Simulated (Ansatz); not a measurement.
C₅H₅− (`c1cc[cH-]c1`): the same geometry under several functionals.

```yaml
crystal:
  periodic: [false, false, false]
  atoms:
    - {symbol: C, position_ang: [-0.093534, 0.500195, -1.083874]}
    - {symbol: C, position_ang: [-0.154899, -0.877159, -0.800190]}
    - {symbol: C, position_ang: [-0.002210, -1.042315, 0.589327]}
    - {symbol: C, position_ang: [0.153542, 0.232978, 1.164403]}
    - {symbol: C, position_ang: [0.097090, 1.186305, 0.130319]}
    - {symbol: H, position_ang: [-0.178352, 0.953677, -2.066675]}
    - {symbol: H, position_ang: [-0.295329, -1.672479, -1.525780]}
    - {symbol: H, position_ang: [-0.004231, -1.987377, 1.123729]}
    - {symbol: H, position_ang: [0.292798, 0.444238, 2.220203]}
    - {symbol: H, position_ang: [0.185123, 2.261948, 0.248536]}
basis:
  gaussian: {orbitals: def2-TZVPPD}
total_charge: -1
hamiltonian: {xc: pbe0, dispersion: d4}
output: {orbitals: {seedname: orbitals}}
```

```sh
$ ansatz run in.yaml --threads 2 --pin off --events-out ev --progress --plain --max-ram 32768MiB --backend cpu
```

It prints (some lines left out):

```
Functional definition: PBE0
1165 factors; their error is unknown
mean field evaluation 1: about -5256.3804 eV, gradient 4.5e1 eV
mean field evaluation 2: about -5249.5705 eV, gradient 6.9e1 eV
mean field evaluation 4: about -5261.5736 eV, gradient 7.9e-1 eV
mean field evaluation 8: about -5261.5856 eV, gradient 1.1e-2 eV
mean field -5261.58562908 eV, -193.3597054377 hartree, gradient 7.9e-6 eV, S^2 0.000000; 0 other end points of the search recorded, 0 dependent functions left out
reference -5261.58566279 eV, -193.3597066766 hartree; 18, 18 occupied and 252, 252 virtual orbitals, 1165 factors
Total energy: -5261.79706747 eV, -193.3674756552 hartree
```

Run time 5.5 s (2 threads of a server CPU on a shared host); peak host memory 0.58 GiB.

With the line `hamiltonian: {xc: lda}` (abridged; 3.3 s):

```
Functional definition: SPW92
mean field evaluation 16: about -5219.2570 eV, gradient 3.0e-3 eV
mean field -5219.25698080 eV, -191.8041563048 hartree, gradient 8.1e-5 eV, S^2 0.000000
Total energy: -5219.25702668 eV, -191.8041579912 hartree
```

Changing it to `hamiltonian: {xc: {name: LC-wPBE}}` (abridged; 6 s):

```
Functional definition: LC-wPBE
mean field evaluation 16: about -5264.1488 eV, gradient 1.6e-5 eV
mean field -5264.14876618 eV, -193.4538989889 hartree, gradient 1.6e-5 eV, S^2 0.000000
Total energy: -5264.14876619 eV, -193.4538989892 hartree
```

Changing it to `hamiltonian: {xc: {name: PBE-QIDH}}` (abridged; 13 s):

```
Functional definition: PBE-QIDH
mean field evaluation 16: about -5252.2215 eV, gradient 2.9e-5 eV
mean field -5252.22146062 eV, -193.0155785941 hartree, gradient 6.2e-7 eV, S^2 0.000000
5 core orbitals not correlated: weight in the atoms' cores, before any rotation towards them, 1.000 or more for the frozen orbitals, at most 0.000 for the correlated occupied ones
second order -25.52785051 eV of doubles, -0.00000000 eV of singles
Total energy: -5260.73075777 eV, -193.3282894967 hartree
```

With the line `hamiltonian: {xc: {name: r2SCAN0}, dispersion: d4}` (abridged; 9 s):

```
Functional definition: r2SCAN0
mean field -5264.26035927 eV, -193.4579999595 hartree, gradient 6.7e-6 eV, S^2 0.000000
Total energy: -5264.33141482 eV, -193.4606112028 hartree
```

Changing it to `hamiltonian: {xc: {name: B3LYP}, dispersion: d4}` and forces (abridged; 10 s):

```
Functional definition: B3LYP
mean field evaluation 16: about -5268.2140 eV, gradient 5.5e-5 eV
mean field -5268.21395740 eV, -193.6032920108 hartree, gradient 8.4e-6 eV, S^2 0.000000
Total energy: -5268.62414191 eV, -193.6183660134 hartree
Atom 0 force    -0.020573     0.109784    -0.238243 eV/Å
Atom 1 force    -0.034099    -0.192885    -0.175986 eV/Å
Atom 2 force    -0.000394    -0.228744     0.129568 eV/Å
Atom 3 force     0.033712     0.051315     0.255989 eV/Å
Atom 4 force     0.021393     0.260581     0.028774 eV/Å
Atom 5 force     0.005439    -0.028685     0.062725 eV/Å
Atom 6 force     0.008890     0.050540     0.046322 eV/Å
Atom 7 force     0.000175     0.060056    -0.034208 eV/Å
Atom 8 force    -0.008951    -0.013499    -0.067219 eV/Å
Atom 9 force    -0.005594    -0.068463    -0.007721 eV/Å
Dipole moment:     0.000004    -0.000002     0.000005 e Å
```

B3LYP takes the VWN-RPA correlation (the form of Gaussian; ORCA's B3LYP/G).
